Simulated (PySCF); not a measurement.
Gas-phase reaction: 2 Al(CH₃)₂NH₂ + C₄H₆ (butadiene) → 2 Al + N₂H₂ + 4 C₂H₅

Energies from PySCF, thermal terms from the rigid-rotor harmonic-oscillator model, ideal gas at 1 bar. S°(298 K) at PBE0/def2-TZVP differs from the NASA 1993 table for C₂H₅ (+9 J/mol/K); whether the harmonic model or the table's entry is off was not settled. † marks an energy on the PBE0/def2-TZVP geometry and frequencies; other levels use their own. 6-31G* has spherical d functions here. Open shells (unrestricted): Al (multiplicity 2, electronic degeneracy 6), C₂H₅ (multiplicity 2); the rest are closed-shell singlets. Spin-orbit splitting is ignored; it lowers the true energy and changes the entropy of Al. B3LYP is the form with VWN-RPA correlation. Methyl groups turn as free rotors in Al(CH₃)₂NH₂. Al(CH₃)₂NH₂: computed as isolated molecules; such fragments, hydroxides, amides, oligomers or adducts are transient or little studied in the gas. The harmonic model lacks anharmonicity and excited electronic states, which grow with temperature; levels with a mode under 35 cm⁻¹ are left out. Internal rotation in C₄H₆ (butadiene), C₂H₅ is treated as a harmonic vibration of one conformer, which makes the entropy rough.

```json
[
 {"level": "B3LYP/6-31G*", "ΔE electronic, kJ": "1353", "ΔH°(298 K), kJ": "1335", "ΔS°(298 K), J/K": "606", "ΔG°(1400 K), kJ": "507"},
 {"level": "B3LYP/def2-TZVP†", "ΔE electronic, kJ": "1423", "ΔH°(298 K), kJ": "1407", "ΔS°(298 K), J/K": "607", "ΔG°(1400 K), kJ": "578"},
 {"level": "BLYP/def2-TZVP†", "ΔE electronic, kJ": "1397", "ΔH°(298 K), kJ": "1382", "ΔS°(298 K), J/K": "607", "ΔG°(1400 K), kJ": "553"},
 {"level": "HF/6-31G*", "ΔE electronic, kJ": "1047", "ΔH°(298 K), kJ": "1032", "ΔS°(298 K), J/K": "604", "ΔG°(1400 K), kJ": "203"},
 {"level": "HF/def2-TZVP†", "ΔE electronic, kJ": "1118", "ΔH°(298 K), kJ": "1103", "ΔS°(298 K), J/K": "607", "ΔG°(1400 K), kJ": "274"},
 {"level": "PBE/def2-TZVP†", "ΔE electronic, kJ": "1445", "ΔH°(298 K), kJ": "1429", "ΔS°(298 K), J/K": "607", "ΔG°(1400 K), kJ": "600"},
 {"level": "PBE0/def2-QZVP†", "ΔE electronic, kJ": "1450", "ΔH°(298 K), kJ": "1434", "ΔS°(298 K), J/K": "607", "ΔG°(1400 K), kJ": "606"},
 {"level": "PBE0/def2-SVP†", "ΔE electronic, kJ": "1428", "ΔH°(298 K), kJ": "1413", "ΔS°(298 K), J/K": "607", "ΔG°(1400 K), kJ": "584"},
 {"level": "ωB97X-V/def2-TZVP†", "ΔE electronic, kJ": "1504", "ΔH°(298 K), kJ": "1488", "ΔS°(298 K), J/K": "607", "ΔG°(1400 K), kJ": "659"}
]
```
ΔH° is lowest at HF/6-31G* and highest at ωB97X-V/def2-TZVP†. No reference value is set beside these.
